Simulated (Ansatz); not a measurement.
A calculation on body-centred tetragonal In returned lattice constant a 3.222 Å, lattice parameter c 4.923 Å, cohesive energy 2.73 eV/atom.

For reference: lattice constant a 3.252 Å (measured, 293 K, not corrected to a static lattice; as tabulated in Wikipedia's data pages); lattice parameter c 4.947 Å (measured, 293 K, not corrected to a static lattice; as tabulated in Wikipedia's data pages).

Which level of theory produced these numbers?
(A) PBE-D4 (Ansatz, a first-principles code)
(B) HSE06 (Ansatz)
(C) PBEsol (Ansatz)
(D) r²SCAN0 (Ansatz)

C, PBEsol (Ansatz)

The others give: PBE-D4 3.247 Å, 4.947 Å, 2.67 eV/atom; r²SCAN0 3.228 Å, 4.980 Å, 2.30 eV/atom; HSE06 3.258 Å, 5.020 Å, 2.32 eV/atom.

Unless a cell is named, each level is at its own relaxed cell (HSE06 26.64, PBE-D4 26.07, PBEsol 25.55, r²SCAN0 25.94 Å³/atom).

Ansatz's density-functional and Hartree–Fock values are scalar-relativistic unless marked +SOC, with PAW data made under PBE.
